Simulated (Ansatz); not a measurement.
## HGe–CH$_{3}$⁺, quartet: reading a ladder of total energies

Geometry: that of the HGe–CH3, triplet, kept fixed. The doublet lies 4.0 eV lower here.

```yaml
atoms:
  - { symbol: Ge, position_ang: [0.0000, -0.0339, 0.3367] }
  - { symbol: C, position_ang: [0.0000, 0.0760, -1.6330] }
  - { symbol: H, position_ang: [0.0000, 1.2646, 1.1794] }
  - { symbol: H, position_ang: [0.0000, -0.9316, -2.0470] }
  - { symbol: H, position_ang: [0.8946, 0.6023, -1.9682] }
  - { symbol: H, position_ang: [-0.8946, 0.6023, -1.9682] }
```

Basis cc-pVDZ; Ansatz 0.2.0. Only valence electrons are correlated (noble-gas cores and the filled d shells of p-block atoms frozen), which leaves 11 electrons in 46 orbitals. R marks a restricted (for open shells ROHF) determinant, U an unrestricted one. No spin–orbit coupling is included, and no scalar relativity.

Full CI isn't at hand for all of this; UCCSDT(Q) serves as the reference, and is uncertain by about the last step of the cluster series.

Runs differ by some tens of microhartree through their thresholds and, for an open shell, their frozen cores, so steps under 0.03 kcal/mol mean nothing.

```csv
level,total energy (hartree)
UHF,-2115.088182
UMP2,-2115.270646
UCCSD,-2115.307192
UCCSD(T),-2115.312895
UCCSDT,-2115.313880
UCCSDT(Q),-2115.314160
```

Problem. What is the correlation energy at UCCSDT(Q), and what share of it do UMP2 and UCCSD(T) recover?

Solution. E(corr) = -2115.314160 − (-2115.088182) = -0.225978 hartree = -6.149 eV. UMP2: -0.182464 / -0.225978 = 80.74 %. UCCSD(T): -0.224713 / -0.225978 = 99.44 %.

Problem. By how many kcal/mol does UCCSD(T) miss UCCSDT(Q) (1 hartree = 627.509 kcal/mol), and which steps make up the rest?

Solution. -2115.312895 − (-2115.314160) = 0.001265 hartree = 0.79 kcal/mol. Steps: UCCSDT − UCCSD(T) = -0.62, UCCSDT(Q) − UCCSDT = -0.18 kcal/mol. That is within 1 kcal/mol of the reference in this basis, which itself misses far more of the correlation at the basis-set limit.
